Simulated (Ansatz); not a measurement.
A made-up structure of CH₃SSi (charge -1), singlet:

| atom | x (Å) | y (Å) | z (Å) |
| --- | --- | --- | --- |
| C1 | -0.7003 | -1.0631 | 0.1990 |
| Si2 | 0.3967 | 0.3821 | 0.2399 |
| S3 | -1.4821 | 0.5564 | -0.6642 |
| H4 | -0.4269 | -1.7077 | -0.6533 |
| H5 | -0.9208 | -1.9129 | 0.7931 |
| H6 | 0.6423 | 1.1175 | 1.5230 |

It is relaxed with PBE-D4/def2-SVPD and then PBE0-D4/def2-TZVPD (Ansatz 0.2.0). Atoms count as bonded within 1.22 times the sum of their covalent radii (H–H: 0.88 Å). The end point is not checked to be a true minimum.

Does its bonding change? (Judge from chemistry; the calculation decides.)

Computed: No: no bond forms or breaks.

Where it ends: The first stage lowers the energy by 1.75 eV in 7 steps. It ends as CH₃SSi ([CH2]1[SiH][S]1), total charge -1:
C1  (-0.572, -1.038, 0.045)
Si2  (0.618, 0.472, 0.092)
S3  (-1.536, 0.399, -0.530)
H4  (-0.431, -1.791, -0.730)
H5  (-0.949, -1.466, 0.972)
H6  (0.379, 0.797, 1.589)
(Å)

Labels in which every atom is bracketed show which atoms are joined, not bond orders.

For scale, one of the runs: PBE0-D4/def2-TZVPD relaxation, 153 basis functions, launched by `ansatz run in.yaml --threads 2 --pin off --events-out ev --progress --plain --max-ram 4352MiB`. The run took about 22 s on 2 CPU threads of an Arm Neoverse V1 (shared host).
